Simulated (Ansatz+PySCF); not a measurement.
Two shapes of singlet C₂H₃N.

Shape 1:

```xyz
6

C     0.0000    0.0000   -1.1748
C     0.0000    0.0000    0.2783
N     0.0000    0.0000    1.4351
H     0.0000   -1.0314   -1.5557
H    -0.8932    0.5157   -1.5557
H     0.8932    0.5157   -1.5557
```

Shape 2:

```xyz
6

C     0.0000    0.0000   -1.0808
C     0.0000    0.0000    0.2560
N     0.0000    0.0000    1.3203
H     0.0000   -0.9489   -1.4312
H    -0.8218    0.4744   -1.4312
H     0.8218    0.4744   -1.4312
```

Basis set: def2-SVP (spherical functions). Correlated methods keep 3 orbitals frozen. Charge 0, multiplicity 1.

Computed with Ansatz (development build ahead of 0.2.0); each method stands on the lowest determinant of its kind that the runs found.

(1) Which shape is lower in energy, and by how much in each method?

## Answers

(1)

```tsv
method	E(2) − E(1) (eV)
RHF	1.148
UHF	1.148
RHF-CCSD	1.618
UHF-CCSD	1.618
UHF-CCSD(T)	1.694
```

Shape 1 is lower.
